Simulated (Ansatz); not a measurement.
**Rutile CrO2**

All values below come from r²SCAN in Ansatz (PAW).

Settings: plane-wave cutoff 500 eV, 10×10×14 k mesh (along the axes of the cell as run), Fermi–Dirac smearing 0.05 eV, magnetic order afm, spin-polarised with opposed moments, scalar-relativistic PAW data made under PBE.

Cell: relaxed at this level.

- equilibrium volume per atom: 9.48 Å³/atom
- lattice parameter a: 4.444 Å
- lattice parameter c: 2.880 Å
- magnetic moment (largest site, within a sphere): 1.71 μB

Measured, for comparison: lattice constant a 4.419 Å, lattice parameter c 2.915 Å (room temperature, not corrected to a static lattice; as tabulated in Hiroi (2015), arXiv:1503.02262). Computed (rounded) less measured: lattice constant a +0.6 %, lattice parameter c -1.2 %. A static lattice is as a rule a little smaller and stiffer than an uncorrected measurement, which narrows the difference in the lattice parameter c and would widen misses of the other sign.

Moments are spin moments.

The result took around 15 core-minutes (rough).

Ansatz is a first-principles code.
